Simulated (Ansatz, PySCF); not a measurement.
Potential energy curve for CH4, SMILES C, singlet. The C1–H5 bond (C1 also carries H, H, H; H5 carries nothing else) is stretched with both fragments frozen at the PBE0/def2-TZVP optimised geometry.

Levels: UHF/cc-pVDZ (PySCF); RHF/cc-pVDZ (PySCF); UKS-B3LYP = PySCF with unrestricted B3LYP/cc-pVDZ; RKS-B3LYP = restricted B3LYP/cc-pVDZ (PySCF 2.14.0); UKS-wB97X-V = unrestricted wB97X-V/cc-pVDZ run with PySCF; RKS-wB97X-V = restricted wB97X-V/cc-pVDZ (PySCF); UKS-BLYP = unrestricted BLYP/cc-pVDZ (PySCF); RKS-BLYP = restricted BLYP/cc-pVDZ run with PySCF; UKS-PBE = unrestricted PBE/cc-pVDZ (Ansatz, an electronic-structure program); RKS-PBE = Ansatz with restricted PBE/cc-pVDZ; UKS-B3LYP/6-31G* = unrestricted B3LYP/6-31G*, spherical d (PySCF 2.14.0); RKS-B3LYP/6-31G* = PySCF with restricted B3LYP/6-31G*, spherical d.

Scanned distances (Å): 0.88, 0.92, 0.98, 1.01, 1.07, 1.09, 1.11, 1.16, 1.21, 1.27, 1.34, 1.49, 1.64, 1.80, 1.97, 2.16, 2.39, 2.67, 2.96, 3.30, 3.80.

Q: Where does the unrestricted solution first break spin symmetry (<S²> of 0.01 or more)?

A: UHF: between 1.64 and 1.80 Å; UKS-B3LYP: between 1.97 and 2.16 Å; UKS-wB97X-V: between 1.97 and 2.16 Å; UKS-BLYP: between 1.97 and 2.16 Å; UKS-PBE: between 2.16 and 2.39 Å; UKS-B3LYP/6-31G*: at none of the points with a result.

```csv
R / Å,<S²> UHF,E(RHF) − E(UHF) / kJ/mol,<S²> UKS-B3LYP,E(RKS-B3LYP) − E(UKS-B3LYP) / kJ/mol,<S²> UKS-wB97X-V,E(RKS-wB97X-V) − E(UKS-wB97X-V) / kJ/mol,<S²> UKS-BLYP,E(RKS-BLYP) − E(UKS-BLYP) / kJ/mol,<S²> UKS-PBE,E(RKS-PBE) − E(UKS-PBE) / kJ/mol,<S²> UKS-B3LYP/6-31G*,E(RKS-B3LYP/6-31G*) − E(UKS-B3LYP/6-31G*) / kJ/mol
0.88,0.00,0.0,0.00,0.0,0.00,0.0,0.00,0.0,0.00,0.0,0.00,0.0
0.92,0.00,0.0,0.00,0.0,0.00,0.0,0.00,0.0,0.00,0.0,0.00,0.0
0.98,0.00,0.0,0.00,0.0,0.00,0.0,0.00,0.0,0.00,0.0,0.00,0.0
1.01,0.00,0.0,0.00,0.0,0.00,0.0,0.00,0.0,0.00,0.0,0.00,0.0
1.07,0.00,0.0,0.00,0.0,0.00,0.0,0.00,0.0,0.00,0.0,0.00,0.0
1.09,0.00,0.0,0.00,0.0,0.00,0.0,0.00,0.0,0.00,0.0,0.00,0.0
1.11,0.00,0.0,0.00,0.0,0.00,0.0,0.00,0.0,0.00,0.0,0.00,0.0
1.16,0.00,0.0,0.00,0.0,0.00,0.0,0.00,0.0,0.00,0.0,0.00,0.0
1.21,0.00,0.0,0.00,0.0,0.00,0.0,0.00,0.0,0.00,0.0,0.00,0.0
1.27,0.00,0.0,0.00,0.0,0.00,0.0,0.00,0.0,0.00,0.0,0.00,0.0
1.34,0.00,0.0,0.00,0.0,0.00,0.0,0.00,0.0,0.00,0.0,0.00,0.0
1.49,0.00,0.0,0.00,0.0,0.00,0.0,0.00,0.0,0.00,0.0,0.00,0.0
1.64,0.00,0.0,0.00,0.0,0.00,0.0,0.00,0.0,0.00,0.0,0.00,0.0
1.80,0.35,13.8,0.00,0.0,0.00,0.0,0.00,0.0,0.00,0.0,0.00,0.0
1.97,0.61,52.7,0.00,0.0,0.00,0.0,0.00,0.0,0.00,0.0,0.00,0.0
2.16,0.78,107.9,0.28,5.4,0.40,12.1,0.05,0.1,0.00,0.0,0.00,0.0
2.39,0.89,177.5,0.60,28.9,0.70,49.9,0.40,10.0,0.49,11.5,0.00,0.0
2.67,0.95,256.0,0.81,66.7,0.87,106.1,0.70,33.7,0.79,41.6,0.00,0.0
2.96,0.98,326.5,0.92,104.5,0.95,162.5,0.87,60.8,0.92,74.0,0.00,0.0
3.30,1.00,394.9,0.97,141.4,0.98,220.1,0.95,88.3,0.97,105.5,0.00,0.0
3.80,1.01,471.1,1.00,180.0,1.00,285.8,0.99,116.9,1.00,136.8,0.00,0.0
```
